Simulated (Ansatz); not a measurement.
## Ansatz (development build ahead of 0.2.0) run

```yaml
crystal:
  periodic: [false, false, false]
  atoms:
    - { symbol: C, position_ang: [-0.14083, -0.46158, 0.07591] }
    - { symbol: H, position_ang: [-0.81607, -0.79876, 0.85895] }
    - { symbol: H, position_ang: [0.22489, -1.28694, -0.53069] }
    - { symbol: F, position_ang: [0.89539, 0.15814, 0.63418] }
    - { symbol: F, position_ang: [-0.78212, 0.4011, -0.70766] }
basis:
  gaussian: { orbitals: def2-SVP }
magnetization:
  spin_polarized: true
  initial_magnetization: 2
hamiltonian:
  xc: hf
output:
  forces: true
```

The input is written out in the form of the current development build from the run's settings.

Results

```yaml
Converged: yes
Total_energy: -237.31332 hartree
Spin_squared_of_the_determinant: 2.009
Stability_test: minimum
```

Forces (eV/Å):
| atom | Fx | Fy | Fz |
| --- | --- | --- | --- |
| C1 | -3.130 | 15.078 | 6.643 |
| H2 | -0.613 | -1.896 | 0.424 |
| H3 | 3.678 | -8.664 | -6.167 |
| F4 | -1.616 | -2.020 | -1.769 |
| F5 | 1.681 | -2.498 | 0.869 |

Caution: another spin multiplicity may lie lower; the determinant breaks the point group.
